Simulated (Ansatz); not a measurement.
in.yaml

```yaml
crystal:
  periodic: [false, false, false]
  atoms:
    - {symbol: Si, position_ang: [0.000000, 0.000000, 0.554993]}
    - {symbol: O, position_ang: [0.000000, 0.000000, -1.121434]}
    - {symbol: H, position_ang: [0.000000, 1.331946, 1.168229]}
    - {symbol: H, position_ang: [0.000000, -1.331946, 1.168229]}
basis:
  gaussian: {orbitals: cc-pVDZ}
total_charge: 1
magnetization: {spin_polarized: false, initial_magnetization: 3}
correlation: {method: ccsd_t, electrons: outside_noble_gas}
accuracy: high
output: {forces: true}
```

```sh
$ ansatz run in.yaml --threads 1 --pin off --events-out ev --progress --plain --max-ram 2393MiB
```

The program prints:

```
857 factors; integrals over basis functions are off by at most 3.6e-9 eV
mean field evaluation 1: about -9901.8899 eV, gradient 5.7e1 eV
mean field evaluation 2: about -9901.9489 eV, gradient 5.7e1 eV
mean field evaluation 4: about -9911.6441 eV, gradient 2.0e1 eV
mean field evaluation 8: about -9914.0593 eV, gradient 9.1e0 eV
mean field evaluation 16: about -9915.7052 eV, gradient 1.3e-4 eV
mean field evaluation 32: about -9901.8863 eV, gradient 5.7e1 eV
mean field evaluation 64: about -9904.9985 eV, gradient 3.7e1 eV
mean field evaluation 96: about -9914.6058 eV, gradient 3.9e0 eV
mean field evaluation 128: about -9914.7634 eV, gradient 8.2e-1 eV
mean field evaluation 160: about -9913.9201 eV, gradient 9.6e0 eV
...
cycle  16  -6.30797229 eV  change   -3.0e-8 eV  update   4.3e-8
cycle  17  -6.30797225 eV  change    4.6e-8 eV  update   3.5e-8
cycle  18  -6.30797198 eV  change    2.7e-7 eV  update   9.2e-8
cycle  19  -6.30797196 eV  change    1.9e-8 eV  update   3.8e-8
cycle  20  -6.30797199 eV  change   -3.5e-8 eV  update   2.4e-8
cycle  21  -6.30797202 eV  change   -2.5e-8 eV  update   1.0e-8
cycle  22  -6.30797202 eV  change   -4.8e-9 eV  update   4.3e-9
cycle  23  -6.30797202 eV  change    2.0e-9 eV  update   1.9e-9
cycle  24  -6.30797202 eV  change    1.4e-9 eV  update  8.5e-10
cycle  25  -6.30797202 eV  change  -1.6e-10 eV  update  2.7e-10
perturbative correction -0.14991706 eV, -0.0055093503 hartree
the calculation of the forces begins
Total energy: -9923.65299979 eV, -364.6875212486 hartree
Atom 0 at     0.000000     0.000000     0.554993 Å, force    -0.000000     0.000000     5.881976 eV/Å
Atom 1 at     0.000000     0.000000    -1.121434 Å, force    -0.000000     0.000000    -5.621975 eV/Å
Atom 2 at     0.000000     1.331946     1.168229 Å, force     0.000000     0.628091    -0.130000 eV/Å
Atom 3 at     0.000000    -1.331946     1.168229 Å, force     0.000000    -0.628091    -0.130000 eV/Å
Dipole moment:     0.000000    -0.000000     0.110097 e Å
```

Forces (eV/Å):
```
Si   0.000  0.000  5.882
O    0.000  0.000 -5.622
H    0.000  0.628 -0.130
H    0.000 -0.628 -0.130
```

Ran on 1 thread of Arm Neoverse V1, shared host: 13 s wall, 0.22 GiB peak host memory.
